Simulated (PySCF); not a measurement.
PySCF input for SiH₂, SMILES [SiH2] (connectivity only; charge and spin as stated), neutral, multiplicity 1, TDDFT-PBE/def2-TZVPD. Geometry optimised at PBE-D3(BJ)/def2-TZVPD. The isomer is the one that the SMILES or the coordinates give; other isomers of the formula were not compared.

```python
import numpy as np
from pyscf import gto, scf, dft, tdscf

mol = gto.M(
    atom='''
    Si    0.00000000    0.00000000    0.13538510
    H     0.00000000   -1.09284000   -0.94769567
    H     0.00000000    1.09283999   -0.94769567
    ''',
    basis='def2-TZVPD',
    charge=0,
    spin=0,
    symmetry=True,
    max_memory=1600,
    verbose=4,
)
mf = dft.RKS(mol, xc='pbe').density_fit(auxbasis='def2-universal-jkfit')
mf.grids.level = 3
mf.conv_tol = 1e-9
mf.max_cycle = 100
mf.kernel()
mf.grids = dft.Grids(mol).set(level=1).build(with_non0tab=True)  # coarser grid for the response kernel
td = tdscf.TDDFT(mf)
td.singlet = True
td.nstates = 10
td.conv_tol = 1e-4
td.positive_eig_threshold = 1e-6
td.kernel(x0=td.get_init_guess(mf, 15))
td.analyze()
tt = tdscf.TDA(mf)
tt.singlet = False
tt.nstates = 4
tt.conv_tol = 1e-4
tt.positive_eig_threshold = 1e-6
tt.kernel(x0=tt.get_init_guess(mf, 9))
tt.analyze(verbose=3)
```

Program output:

```
PySCF version 2.14.0

[INPUT] verbose = 4
[INPUT] num. atoms = 3
[INPUT] num. electrons = 16
[INPUT] charge = 0
[INPUT] spin (= nelec alpha-beta = 2S) = 0
[INPUT] symmetry True subgroup None
[INPUT] Mole.unit = angstrom
[INPUT] Symbol           X                Y                Z      unit          X                Y                Z       unit  Magmom
[INPUT]  1 Si     0.000000000000   0.000000000000   0.135385100000 AA    0.000000000000   0.000000000000   0.255840760347 Bohr   0.0
[INPUT]  2 H      0.000000000000  -1.092840000000  -0.947695670000 AA    0.000000000000  -2.065168297970  -1.790885265736 Bohr   0.0
[INPUT]  3 H      0.000000000000   1.092839990000  -0.947695670000 AA    0.000000000000   2.065168279072  -1.790885265736 Bohr   0.0

nuclear repulsion = 9.87212055869156
point group symmetry = C2v
symmetry origin: [ 0.00000000e+00 -1.18107882e-09  7.08647299e-09]
symmetry axis x: [-1. -0. -0.]
symmetry axis y: [0.00000000e+00 1.00000000e+00 2.82273575e-08]
symmetry axis z: [ 0.00000000e+00 -2.82273575e-08  1.00000000e+00]
num. orbitals of irrep A1 = 26
num. orbitals of irrep A2 = 6
num. orbitals of irrep B1 = 12
num. orbitals of irrep B2 = 17
number of shells = 25
number of NR pGTOs = 91
number of NR cGTOs = 61
basis = def2-TZVPD
ecp = {}


[settings echo left out]
init E= -290.300477892725
HOMO (A1) = -0.23047878416857  LUMO (B1) = -0.145690783068137  gap/eV = 2.30720
cycle= 1 E= -290.451296371387  delta_E= -0.151  |g|= 0.165  |ddm|= 1.03
HOMO (A1) = -0.215331302140427  LUMO (B1) = -0.152290596537502  gap/eV = 1.71542
cycle= 2 E= -290.453586244328  delta_E= -0.00229  |g|= 0.124  |ddm|= 0.338
HOMO (A1) = -0.211427230096005  LUMO (B1) = -0.145576008216818  gap/eV = 1.79190
cycle= 3 E= -290.458035130449  delta_E= -0.00445  |g|= 0.0215  |ddm|= 0.135
HOMO (A1) = -0.216599297969216  LUMO (B1) = -0.148988843723949  gap/eV = 1.83977
cycle= 4 E= -290.458260111044  delta_E= -0.000225  |g|= 0.00139  |ddm|= 0.0309
HOMO (A1) = -0.216263794808068  LUMO (B1) = -0.148635298512412  gap/eV = 1.84027
cycle= 5 E= -290.458260935224  delta_E= -8.24e-07  |g|= 0.000182  |ddm|= 0.00216
HOMO (A1) = -0.21626307011368  LUMO (B1) = -0.148657178416904  gap/eV = 1.83965
cycle= 6 E= -290.458260946988  delta_E= -1.18e-08  |g|= 3.81e-05  |ddm|= 0.00032
HOMO (A1) = -0.216253404440652  LUMO (B1) = -0.148646852757  gap/eV = 1.83967
cycle= 7 E= -290.458260947514  delta_E= -5.27e-10  |g|= 1.04e-05  |ddm|= 6.73e-05
HOMO (A1) = -0.216255825716397  LUMO (B1) = -0.148649598321883  gap/eV = 1.83966
Extra cycle  E= -290.458260947529  delta_E= -1.44e-11  |g|= 8.24e-06  |ddm|= 2.45e-05
converged SCF energy = -290.458260947529
tot grids = 11360
Overwritten attributes  positive_eig_threshold  of <class 'pyscf.tdscf.rks.CasidaTDDFT'>


******** <class 'pyscf.tdscf.rks.CasidaTDDFT'> for <class 'pyscf.df.df_jk.DFSymAdaptedRKS'> ********
nstates = 10 singlet
deg_eia_thresh = 1.000e-03
wfnsym = None
conv_tol = 0.0001
eigh lindep = 1e-12
eigh level_shift = 0
eigh max_cycle = 100


Excitation energies (eV)
[2.32077861 3.99320643 5.95029545 6.62964987 7.14719286 7.59948578
 7.72571611 7.73040253 7.99504389 8.20020805]

** Singlet excitation energies and oscillator strengths **
Excited State   1:   B1      2.32078 eV    534.24 nm  f=0.0119
       8 -> 9        -0.70915
Excited State   2:   A2      3.99321 eV    310.49 nm  f=0.0000
       7 -> 9        -0.70702
Excited State   3:   A1      5.95030 eV    208.37 nm  f=0.1794
       8 -> 11        0.70208
Excited State   4:   B2      6.62965 eV    187.01 nm  f=0.2021
       7 -> 12       -0.13224
       8 -> 10       -0.67758
Excited State   5:   A1      7.14719 eV    173.47 nm  f=0.0001
       8 -> 12        0.68789
       8 -> 13        0.11802
Excited State   6:   A2      7.59949 eV    163.15 nm  f=0.0000
       8 -> 14       -0.70684
Excited State   7:   B1      7.72572 eV    160.48 nm  f=0.1102
       6 -> 9        -0.20595
       8 -> 15        0.67433
Excited State   8:   A1      7.73040 eV    160.39 nm  f=0.0669
       7 -> 10       -0.35203
       8 -> 13        0.60654
Excited State   9:   B2      7.99504 eV    155.08 nm  f=0.2301
       7 -> 11       -0.69031
       7 -> 12       -0.11561
Excited State  10:   B2      8.20021 eV    151.20 nm  f=0.0147
       8 -> 16       -0.70492

** Transition electric dipole moments (AU) **
state          X           Y           Z        Dip. S.      Osc.
  1        -0.4571     -0.0000      0.0000      0.2090      0.0119
  2        -0.0000     -0.0000     -0.0000      0.0000      0.0000
  3        -0.0000      0.0000      1.1095      1.2309      0.1794
  4        -0.0000     -1.1155      0.0000      1.2444      0.2021
  5        -0.0000     -0.0000      0.0263      0.0007      0.0001
  6        -0.0000      0.0000     -0.0000      0.0000      0.0000
  7         0.7632      0.0000     -0.0000      0.5825      0.1102
  8        -0.0000     -0.0000      0.5942      0.3531      0.0669
  9         0.0000     -1.0839      0.0000      1.1748      0.2301
 10        -0.0000      0.2705      0.0000      0.0732      0.0147

** Transition velocity dipole moments (imaginary part, AU) **
state          X           Y           Z        Dip. S.      Osc.
  1        -0.0390     -0.0000      0.0000      0.0015      0.0119
  2        -0.0000     -0.0000     -0.0000      0.0000      0.0000
  3        -0.0000     -0.0000      0.2481      0.0616      0.1877
  4        -0.0000     -0.2740     -0.0000      0.0751      0.2055
  5        -0.0000      0.0000      0.0089      0.0001      0.0002
  6        -0.0000      0.0000     -0.0000      0.0000      0.0000
  7         0.2202      0.0000     -0.0000      0.0485      0.1139
  8        -0.0000     -0.0000      0.1686      0.0284      0.0667
  9         0.0000     -0.3185      0.0000      0.1014      0.2301
 10        -0.0000      0.0851     -0.0000      0.0072      0.0160

** Transition magnetic dipole moments (imaginary part, AU) **
state          X           Y           Z
  1         0.0000      1.4688     -0.0000
  2         0.0000     -0.0000     -1.2538
  3         0.0000     -0.0000     -0.0000
  4        -0.9304     -0.0000      0.0000
  5         0.0000     -0.0000      0.0000
  6        -0.0000     -0.0000      0.3939
  7        -0.0000      0.0939      0.0000
  8         0.0000     -0.0000     -0.0000
  9        -0.0568      0.0000      0.0000
 10        -0.0761     -0.0000     -0.0000
Overwritten attributes  positive_eig_threshold  of <class 'pyscf.tdscf.rks.TDA'>


******** <class 'pyscf.tdscf.rks.TDA'> for <class 'pyscf.df.df_jk.DFSymAdaptedRKS'> ********
nstates = 4 triplet
deg_eia_thresh = 1.000e-03
wfnsym = None
conv_tol = 0.0001
eigh lindep = 1e-12
eigh level_shift = 0
eigh max_cycle = 100


Excitation energies (eV)
[1.09916577 3.3920394  4.91109632 5.58161109]

** Triplet excitation energies and oscillator strengths **
Excited State   1:   B1      1.09917 eV   1127.98 nm  f=0.0000
Excited State   2:   A2      3.39204 eV    365.52 nm  f=0.0000
Excited State   3:   B2      4.91110 eV    252.46 nm  f=0.0000
Excited State   4:   A1      5.58161 eV    222.13 nm  f=0.0000
```

The run converged.

Cost: roughly 5 core-seconds.
